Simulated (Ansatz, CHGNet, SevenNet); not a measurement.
**How the lattice constant a of 1T (CdI2-type) TiTe₂ moves with the method**

No measured value is used here.

| level (code) | value (Å) |
|---|---|
| CHGNet 0.3.0 | 3.713 |
| CHGNet-r²SCAN | 3.820 |
| SevenNet-l3i5 | 3.773 |
| LDA (Ansatz) | 3.667 |
| PBE (Ansatz) | 3.764 |
| PBEsol (Ansatz) | 3.696 |
| PBE-D3(BJ) (Ansatz) | 3.698 |
| r²SCAN (Ansatz) | 3.802 |
| r²SCAN+rVV10 (Ansatz) | 3.782 |

CHGNet 0.3.0, CHGNet-r²SCAN: the cell has another shape than the first-principles one, perhaps another minimum in the same group. LDA: LDA has no dispersion term either, though it tends to give short spacings of layers, chains or molecules. PBE, r²SCAN: for a layered or molecular solid the relaxed cell lies over 5 % above the published volume, where the minimum can be shallow. PBE, PBEsol, r²SCAN: the cell comes from a level without a dispersion term, which matters for the spacing of layers, chains or molecules. Cutoffs differ between the levels. Ansatz's density-functional and Hartree–Fock values are scalar-relativistic unless marked +SOC, with PAW data made under PBE.

Machine-learned potentials (CHGNet 0.3.0, CHGNet-r²SCAN, SevenNet-l3i5) are trained on DFT data: a solid inside that data is no test of them.

Ansatz is a program for electronic structure.
